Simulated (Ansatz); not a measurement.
# AlN (triplet): from Hartree-Fock to the top rungs, aug-cc-pVTZ

An exercise on one series of results from a longer session: the logs are not shown, and one member is left open.

The runs use Ansatz 0.2.0, Gaussian basis; aug-cc-pVTZ, core rule «outside noble gas», up to 6 orbitals frozen.

To be run: UHF; CCSD(T) on ROHF; CCSD(T) on UHF; BCCD(T) on ROHF; CCSDT(Q) on ROHF; CCSDT(Q) on UHF; CASSCF and MRCISD+Q, 8 electrons in 8 orbitals; CASSCF and NEVPT4(SD), 8 electrons in 8 orbitals; CASSCF and NEVPT2, 8 electrons in 8 orbitals.

3 further runs of the same task are left out: 3 set aside as unsound or not needed.

## What is computed

The geometry is a PBE0/def2-TZVPD stationary point (not a proven minimum) of the parent state, kept for this charge and spin.

2 atoms, charge 0, spin multiplicity 3.

Atoms are counted from 1 here; the program's logs count them from 0.

Bond lengths: Al1–N2 1.772 Å.

The first run:

in.yaml reads:

```yaml
crystal:
  periodic: [false, false, false]
  atoms:
    - {symbol: Al, position_ang: [0.000000, 0.000000, 0.000000]}
    - {symbol: N, position_ang: [0.000000, 0.000000, 1.772000]}
basis:
  gaussian: {orbitals: aug-cc-pVTZ}
magnetization: {spin_polarized: true, initial_magnetization: 2}
hamiltonian: {xc: hf}
output: {orbitals: {seedname: orbitals}}
```

Started as:

```bash
> ansatz run in.yaml --threads 1 --pin off --events-out ev --progress --plain --max-ram 2816MiB --backend cpu
```

Steps of the session up to this table: UHF; CCSD(T) on ROHF; CCSD(T) on UHF; BCCD(T) on ROHF; CCSDT(Q) on ROHF; CCSDT(Q) on UHF; CASSCF and MRCISD+Q, 8 electrons in 8 orbitals; CASSCF and NEVPT4(SD), 8 electrons in 8 orbitals; CASSCF and NEVPT2, 8 electrons in 8 orbitals.

One table of the session follows, with a row left open; its other results are not shown here.

| method | from RCCSDT(Q) (meV) |
| --- | --- |
| RMP2 | +1288.7 |
| UMP2 | +1243.7 |
| RCCSD | +392.9 |
| UCCSD | +382.0 |
| RCCSD(T) | +88.6 |
| UCCSD(T) | +87.9 |
| BCCD(T) | +77.9 |
| RCCSDT | ? |
| UCCSDT | +28.1 |
| RCCSDT(Q) | 0 |
| UCCSDT(Q) | -3.9 |
| CASSCF valence | +4869.8 |
| NEVPT2 valence | +1132.7 |
| NEVPT4(SD) valence | +368.6 |
| MRCISD valence | +550.1 |
| MRCISD+Q valence | +291.6 |

**Question.** Estimate the row for RCCSDT.

**Answer.** from RCCSDT(Q) (meV): +30.1. In the column «from RCCSDT(Q) (meV)» it lies between UCCSDT (+28.1) and BCCD(T) (+77.9).

Among the levels timed on like hardware and quicker than the yardstick, those that no quicker one beats, quickest first: NEVPT2 valence (4.5 s, +1132.7 meV); NEVPT4(SD) valence (6 s, +368.6 meV); BCCD(T) (6.5 s, +77.9 meV); UCCSDT(Q) (12 s, -3.9 meV).

Left out of the table: ROHF, UHF (another determinant or state than the rows shown).

To keep in mind: Of the multireference levels listed MRCISD+Q valence comes nearest in total energy (+291.6 meV), which doesn't show that its space is the better one. Restricted and unrestricted rows rest on different reference determinants; where their highest levels disagree by more than a few hundredths of an eV, they describe different states and don't form one ladder.
